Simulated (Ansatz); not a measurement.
Input for Ansatz (development build ahead of 0.2.0):

```yaml
crystal:
  periodic: [false, false, false]
  atoms:
    - { symbol: C, position_ang: [1.96262, 0.31547, 0.56878] }
    - { symbol: C, position_ang: [0.56582, 0.09075, 0.17196] }
    - { symbol: C, position_ang: [-0.56746, -0.09159, -0.15001] }
    - { symbol: C, position_ang: [-1.96426, -0.31634, -0.54683] }
    - { symbol: H, position_ang: [2.43197, 1.06055, -0.07426] }
    - { symbol: H, position_ang: [2.01957, 0.6708, 1.59807] }
    - { symbol: H, position_ang: [2.53845, -0.60757, 0.49566] }
    - { symbol: H, position_ang: [-2.2247, 0.29822, -1.40905] }
    - { symbol: H, position_ang: [-2.12713, -1.36121, -0.81271] }
    - { symbol: H, position_ang: [-2.64302, -0.06336, 0.26818] }
basis:
  gaussian: { orbitals: def2-SVP }
magnetization:
  spin_polarized: true
  initial_magnetization: 2
hamiltonian:
  xc: hf
output:
  forces: true
```

The input is written out in the form of the current development build from the run's settings.

Output:

| Quantity | Value |
| --- | --- |
| Converged | yes |
| Total energy | -154.60154 hartree |
| Spin squared of the determinant | 2.022 |
| Stability test | minimum |

Forces (eV/Å):
| atom | Fx | Fy | Fz |
| --- | --- | --- | --- |
| C1 | -0.822 | -0.077 | -0.220 |
| C2 | 13.791 | 2.491 | 3.990 |
| C3 | -13.902 | -1.961 | -3.899 |
| C4 | 0.800 | 0.184 | 0.238 |
| H5 | 0.108 | 0.018 | -0.056 |
| H6 | 0.064 | -0.019 | 0.094 |
| H7 | 0.512 | -0.216 | 0.075 |
| H8 | -0.058 | -0.012 | -0.099 |
| H9 | -0.391 | -0.362 | -0.174 |
| H10 | -0.103 | -0.045 | 0.051 |

Caution: the determinant breaks the point group.
